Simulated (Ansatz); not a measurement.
Results of B3LYP (VWN-RPA form) in Ansatz (PAW) for bcc Cs.

Numerical settings: plane-wave cutoff 460 eV, 8×8×8 k mesh, Fermi–Dirac smearing 0.05 eV, scalar-relativistic PAW data made under PBE.

Computed at the level's own relaxed cell.

Task: What does this level give for the equilibrium volume per atom, bulk modulus B0, lattice parameter a and pressure derivative B′ of the bulk modulus?

Result: 
- equilibrium volume per atom: 125.70 Å³/atom
- bulk modulus B0: 1.77 GPa
- lattice parameter a: 6.311 Å
- pressure derivative B′ of the bulk modulus: 3.9

Measured, for comparison: equilibrium volume per atom 110.12 Å³/atom, lattice constant a 6.039 Å (low-temperature or extrapolated to 0 K; zero-point anharmonic expansion removed; as tabulated in Csonka et al. (2009), arXiv:0903.4037); bulk modulus 2.11 GPa (corrected for temperature and zero-point phonon effects, our sources range from 2.11 to 2.35; as tabulated in Levämäki et al. (2014), arXiv:1402.3671). Computed (rounded) less measured: equilibrium volume per atom +14.1 %, bulk modulus -16 % (-16 % to -25 % over the range), lattice constant a +4.5 %.

Spin–orbit coupling is not included.

The computed numbers hold no vibrational or temperature effects.

Ansatz is a program for electronic structure.
